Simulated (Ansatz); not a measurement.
# Telling isomers of CH7Si2+ apart by their spectra

These gas-phase data were calculated for one isomer of CH7Si2+ at B3LYP-D3(BJ)/def2-SVP (harmonic, unscaled wavenumbers; equilibrium rotational constants with average atomic masses):

```
rotational constants            : 18.96, 2.851, 2.597 GHz
all wavenumbers above 1500 cm⁻¹ : 3160, 3067, 2999, 2293, 2263, 2261, 2241
```

Candidates:

(1) `C[SiH+][SiH3]`, a singlet
(2) `[SiH2+]C[SiH3]`, a singlet

Problem. Which structure fits?

Solution. Candidate (1). 4 modes lie between 2000 and 2380 cm⁻¹, one for each Si–H bond, while (2) has 5.

The same quantities for all candidates:

```
     rotational constants (GHz)               wavenumbers above 1500 cm⁻¹  E above the lowest, B3LYP-D3(BJ)/def2-SVP (kcal/mol)
(1)         18.96, 2.851, 2.597  3160, 3067, 2999, 2293, 2263, 2261, 2241                                                   0.0
(2)             18.83, 3, 2.816  3134, 3049, 2337, 2298, 2292, 2287, 2265                                                   3.8
```

Harmonic stretches to hydrogen usually lie a few per cent above observed fundamentals. Each candidate is one conformer. Programs: Ansatz 0.2.0.
